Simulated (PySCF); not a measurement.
# C4H4S: the cost of one run

Computed with PySCF 2.14.0 and routines of our own; the level stands in each step. Atoms count from 0.

### Step 1. The starting structure

9 atoms, charge 0, multiplicity 1; geometry from: GFN2-xTB.

### Step 2. Relaxing the molecule at PBE0-D3(BJ)/def2-SVP

The job: settings as JSON, then the geometry in Å.

```
{"job": {"xc": "PBE0", "basis": "def2-SVP", "d3": "d3bj", "grid": 1, "kind": "geom"}, "charge": 0, "multiplicity": 1}
C     -0.745235    -0.654585    -0.012927
C      0.666940    -0.736630    -0.013657
C      1.257446     0.483923     0.004609
S      0.103597     1.758559     0.022667
C     -1.189894     0.626234     0.006180
H     -1.393330    -1.512461    -0.025164
H      1.211869    -1.663455    -0.027296
H      2.302529     0.721648     0.009087
H     -2.200360     0.982761     0.011321
```

Command:

```console
> OMP_NUM_THREADS=1 python excited_run.py task.json out
```

This one command runs all jobs of the session in turn.

**Question.** How long does this first job take on 1 thread of Arm Neoverse V2, shared host, and how much memory does it need?

About 10 s, with a peak of 0.47 GiB.
